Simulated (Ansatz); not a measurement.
# CH4Al+ (singlet): wave-function methods side by side, cc-pVDZ

An exercise on one series of results from a longer session: the logs are not shown, and one member is left open.

Computed with Ansatz 0.2.0, Gaussian basis. Level: cc-pVDZ, core rule «outside noble gas», up to 6 orbitals frozen.

Plan: UHF; CCSD(T) on RHF; BCCD(T) on RHF; CISD; CCSDT(Q) on RHF; CASSCF and MRCISD+Q, 8 electrons in 8 orbitals; CASSCF and NEVPT4(SD), 8 electrons in 8 orbitals; CASSCF and NEVPT2, 8 electrons in 8 orbitals.

20 further runs of the same task are left out: 1 for a mislabelled method, 8 that didn't finish, 11 set aside as unsound or not needed.

**The system**

The geometry is a PBE0/def2-TZVP stationary point (not a proven minimum) of the parent state, kept for this charge and spin.

6 atoms, charge 1, spin multiplicity 1.

Atoms are counted from 1 here; the program's logs count them from 0.

Bond lengths: Al1–C2 1.965 Å, Al1–H3 1.609 Å, C2–H4 1.091 Å, C2–H5 1.096 Å, C2–H6 1.096 Å. Angles: C2–Al1–H3 117.6°, Al1–C2–H4 114.3°, Al1–C2–H5 109.3°, Al1–C2–H6 109.3°, H4–C2–H5 108.3°, H4–C2–H6 108.3°, H5–C2–H6 106.9°.

Set-up of the first run:

File in.yaml:

```yaml
crystal:
  periodic: [false, false, false]
  atoms:
    - {symbol: Al, position_ang: [0.000000, -0.100225, 0.690538]}
    - {symbol: C, position_ang: [0.000000, 0.082589, -1.266301]}
    - {symbol: H, position_ang: [0.000000, 1.250798, 1.564976]}
    - {symbol: H, position_ang: [0.000000, -0.865219, -1.806220]}
    - {symbol: H, position_ang: [0.880712, 0.656598, -1.577205]}
    - {symbol: H, position_ang: [-0.880712, 0.656598, -1.577205]}
basis:
  gaussian: {orbitals: cc-pVDZ}
total_charge: 1
magnetization: {spin_polarized: true, initial_magnetization: 0}
hamiltonian: {xc: hf}
output: {orbitals: {seedname: orbitals}}
```

The run is started by

```sh
$ ansatz run in.yaml --threads 1 --pin off --events-out ev --progress --plain --max-ram 2393MiB
```

Among the steps run: UHF; CCSD(T) on RHF; BCCD(T) on RHF; CISD; CCSDT(Q) on RHF; CASSCF and MRCISD+Q, 8 electrons in 8 orbitals; CASSCF and NEVPT4(SD), 8 electrons in 8 orbitals; CASSCF and NEVPT2, 8 electrons in 8 orbitals.

One table of the session follows, with a row left open; its other results are not shown here.

```
           method  from RCCSDT(Q) (kJ/mol)
              RHF                        ?
             RMP2                    +98.6
             CISD                    +61.7
            RCCSD                    +19.0
         RCCSD(T)                     +2.9
          BCCD(T)                     +2.9
           RCCSDT                     +1.0
        RCCSDT(Q)                        0
  CASSCF frontier                   +390.5
  MRCISD frontier                    +26.4
MRCISD+Q frontier                     +0.8
```

Estimate the missing values for RHF.

**Answer.** from RCCSDT(Q) (kJ/mol): +617.0. In the column «from RCCSDT(Q) (kJ/mol)» it is the highest.

Not comparable, so not listed: CASSCF and NEVPT4(SD), 8 electrons in 8 orbitals; CASSCF and NEVPT2, 8 electrons in 8 orbitals (they don't share determinant, frozen orbitals or solution with the rows shown, or repeat one).

To keep in mind: Warnings in the runs' records: passed over end.
